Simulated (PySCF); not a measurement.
Gas-phase reaction: 5 SF + 2 SiF₂ → 2 SiS + 3 SF₃

Method: PySCF energies plus ideal-gas RRHO corrections (1 bar). Table values come from the NASA 1993 polynomials. After a fit of one offset per element over all species, the range-separated, M06-2X, PBE0/def2-QZVP and CCSD(T)/def2-TZVPP enthalpies, where run, lie to one side of the table for SiF₂ (-43 kJ/mol), SF₃ (+47 kJ/mol): a fault of the table's entry, another state or a shared error of the levels is possible; this was not checked at source. † marks an energy on the PBE0/def2-TZVP geometry and frequencies; other levels use their own. MP2 and CCSD(T) freeze the core. Open shells (unrestricted): SF (multiplicity 2), SF₃ (multiplicity 2); the rest are closed-shell singlets. Spin-orbit splitting is ignored; it lowers the true energy and changes the entropy of SF. For this reaction the table lies outside the span of B3LYP, CCSD(T), M06-2X, MP2, PBE0, r2SCAN, ωB97M-V, ωB97X-V in their largest bases here; which side is off was not settled. MP2 isn't extrapolated to the basis-set limit. CCSD(T) isn't extrapolated to the basis-set limit. The table's entry may be an old estimate for SF, SiF₂, SiS, SF₃ (not checked at source). Warning, large T1 diagnostic: SiS (CCSD(T)/def2-SVP†).

| level | ΔH°(298 K), kJ |
|---|---|
| table | -186.3 |
| BLYP/def2-TZVP† | [?] |
| CCSD(T)/def2-SVP† | [?] |
| HF/def2-TZVP† | 545.3 |
| M06-2X/def2-TZVP† | 153.9 |
| MP2/def2-SVP† | [?] |
| MP2/def2-TZVPP† | [?] |
| PBE0/def2-TZVP | 49.6 |
| LDA/def2-TZVP† | -206.3 |

Q: Some entries are withheld; supply them.

A: 
- BLYP/def2-TZVP†, ΔH°(298 K), kJ: 63.5
- CCSD(T)/def2-SVP†, ΔH°(298 K), kJ: 274.6
- MP2/def2-SVP†, ΔH°(298 K), kJ: 239.2
- MP2/def2-TZVPP†, ΔH°(298 K), kJ: 104.7
